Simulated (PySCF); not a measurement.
Static response to an electric field

Species: C3H3NS.
Cartesian coordinates in Å at the PBE0-D3(BJ)/def2-SVP level; atoms count from 1:
```xyz
8
C3H3NS angstrom
C     -1.0068   -0.1069    0.1474
C      0.2454    0.6390   -0.1832
S      0.3460    2.2405   -0.4424
C      1.4402   -0.1586   -0.2714
N      2.3978   -0.8107   -0.3410
H     -0.8932   -0.6240    1.1148
H     -1.1917   -0.8877   -0.6091
H     -1.8590    0.5817    0.1898
```

Level: CAM-B3LYP/def2-SVPD (PySCF), static field, nuclei fixed, core orbitals frozen in the response. The polarisability tensor in these axes (au):

```
x   64.37 -8.02 -2.67
y   -8.02 79.67 -4.25
z   -2.67 -4.25 43.31
```

**Question.** Give the principal values, the mean and the anisotropy Δα = √{½[(α1 − α2)² + (α2 − α3)² + (α1 − α3)²]}.

**Answer.** Principal values 42.20, 61.84 and 83.31 au; mean 62.45 au = 9.25 Å³ = 10.30 × 10⁻⁴⁰ C²·m²/J; Δα = 35.61 au (57 % of the mean).

**Question.** What is the dipole moment, and where does it point?

**Answer.** (-3.33, -0.08, 0.59) D, 3.38 D in size, pointing from the negative to the positive side. Measured along this direction, the outermost atoms are N5 at the negative end and H8 at the positive end.

**Question.** Rayleigh depolarisation ratio (linearly polarised light, static tensor)?

**Answer.** ρ = 3Δα²/(45ᾱ² + 4Δα²) = 3804.7/(175495 + 5073.0) = 0.0211.

**Question.** In a dilute gas of rigid molecules at 400 K, how does the orientational term μ²/3kT compare with the electronic polarisability?

**Answer.** In Gaussian units μ²/3kT = 68.96 Å³ against 9.25 Å³, a ratio of 7.45; the Debye molar polarisation (4π/3)N_A(α + μ²/3kT) is 197.3 cm³/mol, leaving out the vibrational part.

**Question.** Sum over states: ᾱ = Σ f/ω², ω in Eh. What share falls to these 10 lowest TDDFT singlets (eV, f)? 2.10, 0.0001; 5.14, 0.2292; 5.17, 0.0007; 6.44, 0.0076; 6.69, 0.0023; 6.73, 0.0790; 6.81, 0.1273; 7.01, 0.0015; 7.51, 0.0014; 7.67, 0.0813.

**Answer.** They add up to 11.01 au, 17.6 % of the 62.45 au; the largest single term is 6.41 au, from the state at 5.14 eV. Terms in order: 0.01, 6.41, 0.02, 0.14, 0.04, 1.29, 2.03, 0.02, 0.02, 1.02 au. Higher excitations give the rest. The strengths listed sum to 0.531.

**Question.** Give the principal axes and the span of the nuclei along them.

**Answer.** Largest value along (-0.38, 0.92, -0.07), where the nuclei span 3.60 Å; middle along (0.91, 0.36, -0.21), 3.48 Å; least along (0.17, 0.15, 0.97), 1.77 Å. 

Isolated species at its PBE0-D3(BJ)/def2-SVP geometry, gas phase.

These values come from a run that also computed excited states and ΔSCF ions. On an Arm Neoverse V1 with one thread, shared host, this took 29 s wall.
